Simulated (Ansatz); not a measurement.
# Si₃ (triplet): the correlation ladder, def2-TZVPP

One table from this session's results is given with a row withheld; the runs are named, their logs left out.

The runs use Ansatz 0.2.0, Gaussian basis; def2-TZVPP, core rule «outside noble gas», up to 15 orbitals frozen.

The runs, in order: UHF; ROHF; CCSD(T) on UHF.

2 further runs of the same task are left out: 2 set aside as unsound or not needed.

## What is computed

The geometry is a PBE0/def2-TZVP stationary point (not a proven minimum) of the parent state, kept for this charge and spin.

3 atoms, charge 0, spin multiplicity 3.

Atoms are counted from 1 here; the program's logs count them from 0.

Bond lengths: Si1–Si2 2.170 Å, Si2–Si3 2.170 Å. Angles: Si1–Si2–Si3 78.5°.

The first run:

File in.yaml:

```yaml
crystal:
  periodic: [false, false, false]
  atoms:
    - {symbol: Si, position_ang: [0.000000, -0.560103, 1.373751]}
    - {symbol: Si, position_ang: [0.000000, 1.120206, 0.000000]}
    - {symbol: Si, position_ang: [0.000000, -0.560103, -1.373751]}
basis:
  gaussian: {orbitals: def2-TZVPP}
magnetization: {spin_polarized: true, initial_magnetization: 2}
hamiltonian: {xc: hf}
output: {orbitals: {seedname: orbitals}}
```

Command:

```
$ ansatz run in.yaml --threads 1 --pin off --events-out ev --progress --plain --max-ram 4096MiB --backend cpu
```

Among the steps run: UHF; ROHF; CCSD(T) on UHF.

One of the session's tables, all rows but one given; the rest of the session is left out.

It belongs to the step «Misses and costs». 

| method | from UCCSD(T) (kcal/mol) |
| --- | --- |
| ROHF | ? |
| UHF | +216.96 |
| UMP2 | +33.12 |
| UCCSD | +17.77 |
| UCCSD(T) | 0 |

Q: Estimate the row for ROHF from the others.

As computed: from UCCSD(T) (kcal/mol): +224.24. In the column «from UCCSD(T) (kcal/mol)» it is the highest.

To keep in mind: Warnings: spin contamination; coupled cluster took another determinant than the lowest.
